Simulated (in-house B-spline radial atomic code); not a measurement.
# Functionals against ionisation energies along an isoelectronic series: C to Mg⁶⁺

Ionisation energies as differences of self-consistent total energies from an all-electron radial atomic-structure program (B-spline basis): all electrons, radial basis limit, scalar-relativistic (one-electron X2C), spin-polarised at highest spin, spherical densities; exact exchange is averaged over the determinants of each configuration. No spin-orbit coupling, Breit or QED terms. NIST's values run from ground level to ground level, so in open shells the differences also hold multiplet and fine-structure energies that spherical high-spin averages miss. Columns give computed minus NIST, in eV; a star marks a semi-empirical value. Species are left out where the tabulated value is theory, is uncertain by more than 0.12 eV, or (13 ions, such as In⁴⁺, Te⁴⁺ and Bi⁴⁺) lies off its series for all methods alike, which flatters the means a little.

```tsv
species	shell	NIST (eV)	PBEsol	BP86	SCAN	wB97X
C	2p	11.26	+0.35	+0.47	+0.61	+0.26
N⁺	2p	29.60*	+0.38	+0.52	+0.80	+0.32
O²⁺	2p	54.94*	+0.43	+0.59	+1.00	+0.38
F³⁺	2p	87.17 ± 0.02*	?	?	?	?
Ne⁴⁺	2p	126.25 ± 0.01	+0.57	+0.81	+1.45	+0.59
Mg⁶⁺	2p	225.02 ± 0.06*	+0.67	+1.02	+1.88	+0.81
```

(1) What are the differences for F³⁺ ([He] 2s2 2p2)?

(2) How do the methods rank, and which species is hardest?

Results:

(1) PBEsol +0.48; BP86 +0.68; SCAN +1.21; wB97X +0.46 eV.

(2) Mean absolute (signed) differences: wB97X 0.47 (+0.47) eV; PBEsol 0.48 (+0.48) eV; BP86 0.68 (+0.68) eV; SCAN 1.16 (+1.16) eV. For Mg⁶⁺, which loses a 2p electron, the nearest method is off by +0.67 eV, the largest such miss. The first two are tied within the accuracy of the references.
